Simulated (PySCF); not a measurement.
Species: C3H2F (charge +1).
Atom-mapped SMILES: `[F:1][c:2]1[cH:3][cH+:4]1` (hydrogens: H5 on C3; H6 on C4)

Computed, not measured: PySCF, PBE0-D3(BJ)/def2-SVP geometry optimisation, gas phase.

**Question.** Give the optimised bond lengths and angles.

**Answer.** 
| bond | length (Å) |
| --- | --- |
| F1–C2 | 1.251 |
| C2–C3, C2–C4 | 1.362 |
| C3–C4 | 1.376 |
| C3–H5, C4–H6 | 1.095 |

Bonds in one row agree within 0.01 Å and their mean is given. A selection of angles:
| angle | degrees |
| --- | --- |
| F1–C2–C3 | 149.7 |
| C3–C2–C4 | 60.7 |
| C2–C3–C4 | 59.7 |
| C2–C3–H5 | 152.6 |
| C4–C3–H5 | 147.8 |

C2 (unsaturated ring carbon) is planar (angles 149.7°, 149.6° and 60.7°, sum 360.0°, 0.00 Å off the plane of its three neighbours). C3 (unsaturated ring CH carbon) has angles 152.6°, 147.8° and 59.7°, sum 360.0°, 0.00 Å off the plane of its three neighbours. The 3-membered ring C2–C3–C4 has internal angles of 59.7° to 60.7°. The 4 heavy atoms lie in one plane (0.000 Å rms).

Point group: C2v (every atom within 0.08 Å of its image). Not checked by PBE0-D3(BJ)/def2-SVP frequencies.
